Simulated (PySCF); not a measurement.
# A PySCF run on LiH⁺

State: ²Σ⁺ (doublet), unpaired electrons σ ↑.

An equivalent input (the run itself took its basis sets from the Basis Set Exchange, started from a PBE0 density and held the occupation σ 2α 1β):

```python
from pyscf import gto, scf
mol = gto.M(atom='Li 0 0 0; H 0 0 2.251', basis={'Li': 'def2-SVPD', 'H': 'def2-SVPD'},
            charge=1, spin=1, verbose=4, symmetry='C2v')
mf = scf.UHF(mol)
mf.irrep_nelec = {'A1': (2, 1)}
mf.conv_tol = 1e-9
mf.max_cycle = 60
mf.diis_space = 10
mf.kernel()
```

The log (some set-up lines and the per-cycle HOMO/LUMO lines removed):

```
******** <class 'pyscf.scf.uhf_symm.SymAdaptedUHF'> ********
method = SymAdaptedUHF
damping factor = 0
level_shift factor = 0
DIIS = <class 'pyscf.scf.diis.CDIIS'>
diis_start_cycle = 1
diis_space = 10
diis_damp = 0
SCF conv_tol = 1e-09
SCF conv_tol_grad = None
SCF max_cycles = 60
number electrons alpha = 2  beta = 1
Set gradient conv threshold to 3.16228e-05
init E= -7.73548219269346
cycle= 1 E= -7.73599244099783  delta_E= -0.00051  |g|= 0.005  |ddm|= 0.0481
cycle= 2 E= -7.73603080612957  delta_E= -3.84e-05  |g|= 0.0016  |ddm|= 0.0131
cycle= 3 E= -7.73603685707543  delta_E= -6.05e-06  |g|= 0.000364  |ddm|= 0.00552
cycle= 4 E= -7.73603716478834  delta_E= -3.08e-07  |g|= 4.15e-05  |ddm|= 0.00097
cycle= 5 E= -7.73603716721699  delta_E= -2.43e-09  |g|= 3.47e-06  |ddm|= 0.000147
cycle= 6 E= -7.73603716723518  delta_E= -1.82e-11  |g|= 3.46e-07  |ddm|= 8.06e-06
Extra cycle  E= -7.73603716723536  delta_E= -1.74e-13  |g|= 1.23e-07  |ddm|= 5.67e-07
converged SCF energy = -7.73603716723536  <S^2> = 0.75000008  2S+1 = 2.0000001
```

Repeating this along the bond gives Re = 2.274 Å and ωe = 359 cm⁻¹.

A point of this curve took 0.015 CPU seconds beside 0.0057 for the integrals (shared host).

The state is the lowest determinant that a PBE0 search found; another state may lie lower at other levels.
